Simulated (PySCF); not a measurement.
B3LYP has the VWN-RPA correlation part, as in Gaussian. Excitations are Tamm–Dancoff values on a coarser integration grid.

# C3H8, SMILES `CCC` (charge 0, multiplicity 1)

All values below come from B3LYP-D3(BJ)/def2-TZVPD (PySCF).

```
Property                                                  Value
----------------------  ---------------------------------------
HOMO                                                   -8.98 eV
dipole moment                                            0.09 D
LUMO                                                    0.22 eV
HOMO–LUMO gap                                           9.20 eV
S1 excitation (TDA)                                     8.22 eV
S1 oscillator strength                                    0.003
T1 excitation (TDA)                                     8.04 eV
S1–T1 gap (TDA)                                         0.18 eV
total energy                                       -119.2027 Ha
cost                    about 2.2 core-minutes (a rough figure)
```

Bonded distances (Å): C1–C2 1.526, C1–H4 1.092, C1–H5 1.093, C1–H6 1.093, C2–C3 1.526, C2–H7 1.094, C2–H8 1.094, C3–H9 1.092, C3–H10 1.093, C3–H11 1.093. Bond angles (°): C2–C1–H4 111.6, C2–C1–H5 111.0, C2–C1–H6 111.0, H4–C1–H5 107.8, H4–C1–H6 107.8, H5–C1–H6 107.5, C1–C2–C3 112.7, C1–C2–H7 109.4, C1–C2–H8 109.4, C3–C2–H7 109.4, C3–C2–H8 109.4, H7–C2–H8 106.1, C2–C3–H9 111.6, C2–C3–H10 111.0, C2–C3–H11 111.0, H9–C3–H10 107.8, H9–C3–H11 107.8, H10–C3–H11 107.5.
Charge 0, spin multiplicity 1.
